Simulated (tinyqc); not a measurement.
MP2 on RHF in the sto-3g basis, for H3O+, spin multiplicity 1, step by step (part 1 of 2). Computed by tinyqc, a small Python program that keeps every step (integrals from PySCF). Settings: charge = 1, multiplicity = 1, basis = sto-3g, method = RHF, energy threshold = 1e-10, iteration cap = 81, orthogonalisation = symmetric, start = core, DIIS depth = 6. Command: `OMP_NUM_THREADS=1 python tinyqc.py 27097 27098 out.jsonl` (the two numbers bound the seeds that draw the settings). One thread of a shared host (Intel(R) Xeon(R) Processor @ 2.60GHz), about 0.1 s of CPU time with the checks. The early iterations of the SCF are left out here.

## One-electron integrals

Geometry (angstrom):
```
atom          x          y         z
O      0.000000   0.000000  0.398000
H      0.861000   0.000000  0.000000
H     -0.430000   0.745000  0.000000
H     -0.430000  -0.745000  0.000000
```

Basis sto-3g: exponents (1/bohr^2) and contraction coefficients of normalised primitives:
```
element  l (shell)    exponent  coefficient
O            s (1)  130.709320     0.154329
O            s (1)   23.808861     0.535328
O            s (1)    6.443608     0.444635
O            s (2)    5.033151    -0.099967
O            s (2)    1.169596     0.399513
O            s (2)    0.380389     0.700115
O            p (3)    5.033151     0.155916
O            p (3)    1.169596     0.607684
O            p (3)    0.380389     0.391957
H            s (1)    3.425251     0.154329
H            s (1)    0.623914     0.535328
H            s (1)    0.168855     0.444635
```

Overlap, kinetic and nuclear-attraction integrals over the contracted functions; the nuclear repulsion is the sum of Za Zb / Rab.

nuclear repulsion = 14.46142156 hartree

overlap S, lower triangle:
```
           1O 1s     1O 2s     1O 2px     1O 2py     1O 2pz     2H 1s     3H 1s     4H 1s
1O 1s   1.000000
1O 2s   0.236704  1.000000
1O 2px  0.000000  0.000000   1.000000
1O 2py  0.000000  0.000000   0.000000   1.000000
1O 2pz  0.000000  0.000000   0.000000   0.000000   1.000000
2H 1s   0.055098  0.480508   0.359859   0.000000  -0.166346  1.000000
3H 1s   0.055194  0.480994  -0.179975   0.311817  -0.166581  0.260283  1.000000
4H 1s   0.055194  0.480994  -0.179975  -0.311817  -0.166581  0.260283  0.260484  1.000000
```

kinetic energy T (hartree), lower triangle:
```
            1O 1s     1O 2s     1O 2px     1O 2py     1O 2pz     2H 1s     3H 1s     4H 1s
1O 1s   29.003200
1O 2s   -0.168011  0.808128
1O 2px   0.000000  0.000000   2.528731
1O 2py   0.000000  0.000000   0.000000   2.528731
1O 2pz   0.000000  0.000000   0.000000   0.000000   2.528731
2H 1s   -0.001887  0.132816   0.264136   0.000000  -0.122098  0.760032
3H 1s   -0.001832  0.133178  -0.132278   0.229179  -0.122434  0.010458  0.760032
4H 1s   -0.001832  0.133178  -0.132278  -0.229179  -0.122434  0.010458  0.010505  0.760032
```

nuclear attraction V (hartree), lower triangle:
```
             1O 1s       1O 2s      1O 2px      1O 2py      1O 2pz      2H 1s      3H 1s      4H 1s
1O 1s   -62.292983
1O 2s    -7.579447  -10.702961
1O 2px    0.000017    0.000148  -10.659369
1O 2py    0.000000    0.000000    0.000000  -10.659561
1O 2pz    0.019930    0.233614   -0.000102    0.000000  -10.569203
2H 1s    -1.814960   -4.155631   -2.771010    0.000000    1.358682  -6.228889
3H 1s    -1.818183   -4.160790    1.386294   -2.401784    1.360956  -1.781345  -6.231864
4H 1s    -1.818183   -4.160790    1.386294    2.401784    1.360956  -1.781345  -1.783103  -6.231864
```

core Hamiltonian H = T + V (hartree), lower triangle:
```
             1O 1s      1O 2s     1O 2px     1O 2py     1O 2pz      2H 1s      3H 1s      4H 1s
1O 1s   -33.289783
1O 2s    -7.747458  -9.894833
1O 2px    0.000017   0.000148  -8.130638
1O 2py    0.000000   0.000000   0.000000  -8.130830
1O 2pz    0.019930   0.233614  -0.000102   0.000000  -8.040471
2H 1s    -1.816847  -4.022814  -2.506874   0.000000   1.236585  -5.468857
3H 1s    -1.820015  -4.027612   1.254016  -2.172605   1.238523  -1.770887  -5.471832
4H 1s    -1.820015  -4.027612   1.254016   2.172605   1.238523  -1.770887  -1.772598  -5.471832
```

## Two-electron integrals

Functions are numbered as in S; the eight-fold symmetry (ij|kl) = (ji|kl) = (kl|ij) leaves the list below.

Two-electron integrals (ij|kl) in chemists' order, unique and non-zero (hartree):
```
(11|11) 4.785065    (21|11) 0.741380    (21|21) 0.136873    (22|11) 1.118947
(22|21) 0.256633    (22|22) 0.817206    (31|31) 0.024477    (32|31) 0.037809
(32|32) 0.180518    (33|11) 1.115814    (33|21) 0.256684    (33|22) 0.817023
(33|33) 0.880159    (41|41) 0.024477    (42|41) 0.037809    (42|42) 0.180518
(43|43) 0.047444    (44|11) 1.115814    (44|21) 0.256684    (44|22) 0.817023
(44|33) 0.785270    (44|44) 0.880159    (51|51) 0.024477    (52|51) 0.037809
(52|52) 0.180518    (53|53) 0.047444    (54|54) 0.047444    (55|11) 1.115814
(55|21) 0.256684    (55|22) 0.817023    (55|33) 0.785270    (55|44) 0.785270
(55|55) 0.880159    (61|11) 0.175408    (61|21) 0.032093    (61|22) 0.059728
(61|31) 0.001338    (61|32) 0.002496    (61|33) 0.059900    (61|44) 0.059615
(61|51) -0.000619   (61|52) -0.001154   (61|53) -0.000132   (61|55) 0.059676
(61|61) 0.007622    (62|11) 0.409706    (62|21) 0.095069    (62|22) 0.333190
(62|31) 0.006446    (62|32) 0.048417    (62|33) 0.341047    (62|44) 0.327678
(62|51) -0.002980   (62|52) -0.022381   (62|53) -0.006180   (62|55) 0.330535
(62|61) 0.022692    (62|62) 0.165581    (63|11) 0.261119    (63|21) 0.061399
(63|22) 0.229847    (63|31) 0.013818    (63|32) 0.090165    (63|33) 0.248706
(63|44) 0.219324    (63|51) -0.001695   (63|52) -0.014708   (63|53) -0.008884
(63|55) 0.221259    (63|61) 0.015330    (63|62) 0.138745    (63|63) 0.139101
(64|41) 0.010152    (64|42) 0.058348    (64|43) 0.010163    (64|54) -0.004698
(64|64) 0.024126    (65|11) -0.120703   (65|21) -0.028382   (65|22) -0.106248
(65|31) -0.001695   (65|32) -0.014708   (65|33) -0.105570   (65|44) -0.101383
(65|51) 0.010935    (65|52) 0.065146    (65|53) 0.012098    (65|55) -0.111673
(65|61) -0.007086   (65|62) -0.064135   (65|63) -0.053148   (65|65) 0.048693
(66|11) 0.536119    (66|21) 0.126425    (66|22) 0.506403    (66|31) 0.011510
(66|32) 0.117540    (66|33) 0.536273    (66|44) 0.485764    (66|51) -0.005321
(66|52) -0.054333   (66|53) -0.023348   (66|55) 0.496557    (66|61) 0.030477
(66|62) 0.311058    (66|63) 0.297808    (66|65) -0.137663   (66|66) 0.774606
(71|11) 0.175718    (71|21) 0.032149    (71|22) 0.059832    (71|31) -0.000670
(71|32) -0.001250   (71|33) 0.059791    (71|41) 0.001161    (71|42) 0.002165
(71|43) -0.000123   (71|44) 0.059933    (71|51) -0.000620   (71|52) -0.001157
(71|53) 0.000066    (71|54) -0.000114   (71|55) 0.059781    (71|61) 0.007519
(71|62) 0.022030    (71|63) 0.013885    (71|64) 0.000581    (71|65) -0.006884
(71|66) 0.029224    (71|71) 0.007649    (72|11) 0.410224    (72|21) 0.095189
(72|22) 0.333583    (72|31) -0.003226   (72|32) -0.024222   (72|33) 0.331409
(72|41) 0.005589    (72|42) 0.041967    (72|43) -0.005791   (72|44) 0.338100
(72|51) -0.002986   (72|52) -0.022420   (72|53) 0.003094    (72|54) -0.005360
(72|55) 0.330930    (72|61) 0.022019    (72|62) 0.136118    (72|63) 0.086401
(72|64) 0.014189    (72|65) -0.051305   (72|66) 0.212182    (72|71) 0.022760
(72|72) 0.165940    (73|11) -0.130631   (73|21) -0.030716   (73|22) -0.114978
(73|31) 0.011084    (73|32) 0.066380    (73|33) -0.121015   (73|41) -0.001588
(73|42) -0.013781   (73|43) 0.010770    (73|44) -0.113110   (73|51) 0.000849
(73|52) 0.007362    (73|53) -0.005754   (73|54) 0.001815    (73|55) -0.110683
(73|61) -0.006431   (73|62) -0.030870   (73|63) -0.000756   (73|64) -0.002536
(73|65) 0.011272    (73|66) -0.032364   (73|71) -0.007683   (73|72) -0.069474
(73|73) 0.052950    (74|11) 0.226326    (74|21) 0.053218    (74|22) 0.199206
(74|31) -0.001588   (74|32) -0.013781   (74|33) 0.192046    (74|41) 0.012919
(74|42) 0.082302    (74|43) -0.008482   (74|44) 0.213590    (74|51) -0.001470
(74|52) -0.012755   (74|53) 0.001815    (74|54) -0.007850   (74|55) 0.191765
(74|61) 0.012304    (74|62) 0.081884    (74|63) 0.051350    (74|64) 0.027408
(74|65) -0.030284   (74|66) 0.128387    (74|71) 0.013310    (74|72) 0.120367
(74|73) -0.049838   (74|74) 0.110533    (75|11) -0.120910   (75|21) -0.028430
(75|22) -0.106422   (75|31) 0.000849    (75|32) 0.007362    (75|33) -0.102596
(75|41) -0.001470   (75|42) -0.012755   (75|43) 0.001815    (75|44) -0.104693
(75|51) 0.010952    (75|52) 0.065241    (75|53) -0.006054   (75|54) 0.010489
(75|55) -0.111859   (75|61) -0.006883   (75|62) -0.051322   (75|63) -0.031893
(75|64) -0.005375   (75|65) 0.038282    (75|66) -0.087882   (75|71) -0.007111
(75|72) -0.064304   (75|73) 0.026625    (75|74) -0.046130   (75|75) 0.048828
(76|11) 0.166841    (76|21) 0.039054    (76|22) 0.147921    (76|31) 0.001053
(76|32) 0.009298    (76|33) 0.147637    (76|41) 0.001822    (76|42) 0.016082
(76|43) 0.000438    (76|44) 0.148138    (76|51) -0.001947   (76|52) -0.017180
(76|53) -0.001792   (76|54) -0.003101   (76|55) 0.147832    (76|61) 0.009230
(76|62) 0.072700    (76|63) 0.056419    (76|64) 0.006961    (76|65) -0.031655
(76|66) 0.139937    (76|71) 0.009246    (76|72) 0.072769    (76|73) -0.022174
(76|74) 0.052365    (76|75) -0.031696   (76|76) 0.038534    (77|11) 0.536473
(77|21) 0.126507    (77|22) 0.506669    (77|31) -0.005759   (77|32) -0.058783
(77|33) 0.498644    (77|41) 0.009977    (77|42) 0.101845    (77|43) -0.021873
(77|44) 0.523915    (77|51) -0.005330   (77|52) -0.054409   (77|53) 0.011685
(77|54) -0.020245   (77|55) 0.496835    (77|61) 0.029192    (77|62) 0.212041
(77|63) 0.127366    (77|64) 0.036115    (77|65) -0.087805   (77|66) 0.347774
(77|71) 0.030550    (77|72) 0.311459    (77|73) -0.148993   (77|74) 0.258140
(77|75) -0.137906   (77|76) 0.139937    (77|77) 0.774606    (81|11) 0.175718
(81|21) 0.032149    (81|22) 0.059832    (81|31) -0.000670   (81|32) -0.001250
(81|33) 0.059791    (81|41) -0.001161   (81|42) -0.002165   (81|43) 0.000123
(81|44) 0.059933    (81|51) -0.000620   (81|52) -0.001157   (81|53) 0.000066
(81|54) 0.000114    (81|55) 0.059781    (81|61) 0.007519    (81|62) 0.022030
(81|63) 0.013885    (81|64) -0.000581   (81|65) -0.006884   (81|66) 0.029224
(81|71) 0.007532    (81|72) 0.022058    (81|73) -0.007450   (81|74) 0.011744
(81|75) -0.006895   (81|76) 0.009018    (81|77) 0.029243    (81|81) 0.007649
(82|11) 0.410224    (82|21) 0.095189    (82|22) 0.333583    (82|31) -0.003226
(82|32) -0.024222   (82|33) 0.331409    (82|41) -0.005589   (82|42) -0.041967
(82|43) 0.005791    (82|44) 0.338100    (82|51) -0.002986   (82|52) -0.022420
(82|53) 0.003094    (82|54) 0.005360    (82|55) 0.330930    (82|61) 0.022019
(82|62) 0.136118    (82|63) 0.086401    (82|64) -0.014189   (82|65) -0.051305
(82|66) 0.212182    (82|71) 0.022058    (82|72) 0.136275    (82|73) -0.055516
(82|74) 0.067770    (82|75) -0.051385   (82|76) 0.060958    (82|77) 0.212276
(82|81) 0.022760    (82|82) 0.165940    (83|11) -0.130631   (83|21) -0.030716
(83|22) -0.114978   (83|31) 0.011084    (83|32) 0.066380    (83|33) -0.121015
(83|41) 0.001588    (83|42) 0.013781    (83|43) -0.010770   (83|44) -0.113110
(83|51) 0.000849    (83|52) 0.007362    (83|53) -0.005754   (83|54) -0.001815
(83|55) -0.110683   (83|61) -0.006431   (83|62) -0.030870   (83|63) -0.000756
(83|64) 0.002536    (83|65) 0.011272    (83|66) -0.032364   (83|71) -0.007450
(83|72) -0.055516   (83|73) 0.041529    (83|74) -0.026954   (83|75) 0.020613
(83|76) -0.018205   (83|77) -0.095003   (83|81) -0.007683   (83|82) -0.069474
(83|83) 0.052950    (84|11) -0.226326   (84|21) -0.053218   (84|22) -0.199206
(84|31) 0.001588    (84|32) 0.013781    (84|33) -0.192046   (84|41) 0.012919
(84|42) 0.082302    (84|43) -0.008482   (84|44) -0.213590   (84|51) 0.001470
(84|52) 0.012755    (84|53) -0.001815   (84|54) -0.007850   (84|55) -0.191765
(84|61) -0.012304   (84|62) -0.081884   (84|63) -0.051350   (84|64) 0.027408
(84|65) 0.030284    (84|66) -0.128387   (84|71) -0.011744   (84|72) -0.067770
(84|73) 0.026954    (84|74) -0.014854   (84|75) 0.024948    (84|76) -0.031550
(84|77) -0.092281   (84|81) -0.013310   (84|82) -0.120367   (84|83) 0.049838
(84|84) 0.110533    (85|11) -0.120910   (85|21) -0.028430   (85|22) -0.106422
(85|31) 0.000849    (85|32) 0.007362    (85|33) -0.102596   (85|41) 0.001470
(85|42) 0.012755    (85|43) -0.001815   (85|44) -0.104693   (85|51) 0.010952
(85|52) 0.065241    (85|53) -0.006054   (85|54) -0.010489   (85|55) -0.111859
(85|61) -0.006883   (85|62) -0.051322   (85|63) -0.031893   (85|64) 0.005375
(85|65) 0.038282    (85|66) -0.087882   (85|71) -0.006895   (85|72) -0.051385
(85|73) 0.020613    (85|74) -0.024948   (85|75) 0.038338    (85|76) -0.025811
(85|77) -0.087933   (85|81) -0.007111   (85|82) -0.064304   (85|83) 0.026625
(85|84) 0.046130    (85|85) 0.048828    (86|11) 0.166841    (86|21) 0.039054
(86|22) 0.147921    (86|31) 0.001053    (86|32) 0.009298    (86|33) 0.147637
(86|41) -0.001822   (86|42) -0.016082   (86|43) -0.000438   (86|44) 0.148138
(86|51) -0.001947   (86|52) -0.017180   (86|53) -0.001792   (86|54) 0.003101
(86|55) 0.147832    (86|61) 0.009230    (86|62) 0.072700    (86|63) 0.056419
(86|64) -0.006961   (86|65) -0.031655   (86|66) 0.139937    (86|71) 0.009018
(86|72) 0.060958    (86|73) -0.018205   (86|74) 0.031550    (86|75) -0.025811
(86|76) 0.032540    (86|77) 0.098185    (86|81) 0.009246    (86|82) 0.072769
(86|83) -0.022174   (86|84) -0.052365   (86|85) -0.031696   (86|86) 0.038534
(87|11) 0.167012    (87|21) 0.039094    (87|22) 0.148063    (87|31) -0.002106
(87|32) -0.018585   (87|33) 0.148531    (87|44) 0.147524    (87|51) -0.001950
(87|52) -0.017202   (87|53) 0.003584    (87|55) 0.147976    (87|61) 0.009012
(87|62) 0.060947    (87|63) 0.036444    (87|65) -0.025799   (87|66) 0.098237
(87|71) 0.009255    (87|72) 0.072838    (87|73) -0.034279   (87|74) 0.045440
(87|75) -0.031728   (87|76) 0.032563    (87|77) 0.140066    (87|81) 0.009255
(87|82) 0.072838    (87|83) -0.034279   (87|84) -0.045440   (87|85) -0.031728
(87|86) 0.032563    (87|87) 0.038598    (88|11) 0.536473    (88|21) 0.126507
(88|22) 0.506669    (88|31) -0.005759   (88|32) -0.058783   (88|33) 0.498644
(88|41) -0.009977   (88|42) -0.101845   (88|43) 0.021873    (88|44) 0.523915
(88|51) -0.005330   (88|52) -0.054409   (88|53) 0.011685    (88|54) 0.020245
(88|55) 0.496835    (88|61) 0.029192    (88|62) 0.212041    (88|63) 0.127366
(88|64) -0.036115   (88|65) -0.087805   (88|66) 0.347774    (88|71) 0.029243
(88|72) 0.212276    (88|73) -0.095003   (88|74) 0.092281    (88|75) -0.087933
(88|76) 0.098185    (88|77) 0.347886    (88|81) 0.030550    (88|82) 0.311459
(88|83) -0.148993   (88|84) -0.258140   (88|85) -0.137906   (88|86) 0.139937
(88|87) 0.140066    (88|88) 0.774606
```

## Orthogonalisation

S = U s U^T; symmetric (Loewdin) form X = U s^(-1/2) U^T, so that X^T S X = 1.

eigenvalues of S: 0.318431  0.409951  0.410318  0.917763  1.068362  1.329466  1.329565  2.216144

X, lower triangle:
```
            1O 1s      1O 2s     1O 2px     1O 2py    1O 2pz      2H 1s      3H 1s     4H 1s
1O 1s    1.025102
1O 2s   -0.151684   1.341470
1O 2px   0.000009  -0.000190   1.115993
1O 2py   0.000000   0.000000   0.000000   1.116170
1O 2pz   0.009795  -0.108429   0.000079   0.000000  1.036794
2H 1s    0.020133  -0.276550  -0.271609   0.000000  0.094124   1.225355
3H 1s    0.020150  -0.277116   0.135903  -0.235514  0.094369  -0.086922   1.225896
4H 1s    0.020150  -0.277116   0.135903   0.235514  0.094369  -0.086922  -0.087016  1.225896
```

## Iteration 8 (converged): orbitals

converged F (hartree), lower triangle:
```
             1O 1s      1O 2s     1O 2px     1O 2py     1O 2pz      2H 1s      3H 1s      4H 1s
1O 1s   -20.891743
1O 2s    -5.315722  -3.035339
1O 2px    0.000012   0.000174  -0.942403
1O 2py    0.000000   0.000000   0.000000  -0.942649
1O 2pz    0.025687   0.163613  -0.000116   0.000000  -0.959679
2H 1s    -1.254887  -1.286734  -0.625836   0.000000   0.350217  -0.965843
3H 1s    -1.257058  -1.288238   0.312985  -0.542224   0.350666  -0.519892  -0.966974
4H 1s    -1.257058  -1.288238   0.312985   0.542224   0.350666  -0.519892  -0.520437  -0.966974
```

Diagonalise F' = X^T F X, C = X C', fill 5 alpha and 5 beta electrons from the bottom; D = 2 C_occ C_occ^T. Each column has its largest component positive (the first on a tie).

F' = X^T F X (hartree), lower triangle:
```
            1          2          3          4          5          6          7          8
1  -20.504621
2   -2.719872  -1.682534
3   -0.000018  -0.000095  -0.653863
4    0.000000   0.000000   0.000000  -0.653777
5    0.040850  -0.047415   0.000030   0.000000  -0.870162
6   -0.200432  -0.514647  -0.541027   0.000000   0.208809  -0.308483
7   -0.201085  -0.515454   0.270570  -0.468875   0.209199  -0.104515  -0.308293
8   -0.201085  -0.515454   0.270570   0.468875   0.209199  -0.104515  -0.104652  -0.308293
```

orbital energies (hartree): MO1 -20.900698, MO2 -1.849445, MO3 -1.128954, MO4 -1.128715, MO5 -0.958118, MO6 0.133465, MO7 0.270903, MO8 0.271535

coefficients C:
```
              MO1        MO2        MO3        MO4        MO5        MO6        MO7        MO8
1O 1s    0.993939  -0.236737   0.000000  -0.000085  -0.081136  -0.156886  -0.000491   0.000000
1O 2s    0.028352   0.857024   0.000000   0.000465   0.398861   1.081653   0.003776   0.000000
1O 2px  -0.000004  -0.000172   0.000000   0.713329  -0.000382   0.002551  -0.920492   0.000000
1O 2py   0.000000   0.000000   0.713259   0.000000   0.000000   0.000000   0.000000   0.920886
1O 2pz  -0.004014  -0.164159   0.000000   0.000351   0.905678  -0.515989  -0.001804   0.000000
2H 1s   -0.005307   0.093236   0.000000   0.403388  -0.107905  -0.661646   1.027258   0.000000
3H 1s   -0.005316   0.093410   0.349330  -0.201622  -0.107736  -0.657796  -0.516668  -0.891798
4H 1s   -0.005316   0.093410  -0.349330  -0.201622  -0.107736  -0.657796  -0.516668   0.891798
```

D after iteration 8, lower triangle:
```
            1O 1s     1O 2s     1O 2px     1O 2py     1O 2pz      2H 1s      3H 1s     4H 1s
1O 1s    2.101083
1O 2s   -0.414142  1.788769
1O 2px   0.000014  0.000064   1.017677
1O 2py   0.000000  0.000000   0.000000   1.017477
1O 2pz  -0.077221  0.440876  -0.000135   0.000000   1.694434
2H 1s   -0.037252  0.073807   0.575547   0.000000  -0.225740   0.366173
3H 1s   -0.037278  0.073678  -0.287595   0.498326  -0.225916  -0.121938   0.366088
4H 1s   -0.037278  0.073678  -0.287595  -0.498326  -0.225916  -0.121938  -0.122039  0.366088
```

## Convergence

Stop when the energy changes by less than 1e-10 hartree and every element of the error matrix X^T (F D S - S D F) X is below 3e-06.

Course of the cycle:
```
iteration   E (hartree)     change  largest element of the error matrix
1          -73.20332605          -                             7.92e-01
2          -75.26011556  -2.06e+00                             2.10e-01
3          -75.31299125  -5.29e-02                             2.07e-02
4          -75.31370522  -7.14e-04                             3.23e-03
5          -75.31373128  -2.61e-05                             9.38e-04
6          -75.31373379  -2.50e-06                             9.55e-05
7          -75.31373382  -3.65e-08                             9.66e-07
8          -75.31373382  -1.12e-12                             2.87e-08
```

PySCF RHF in the same basis = -75.31373382 hartree

Converged in 8 iterations.
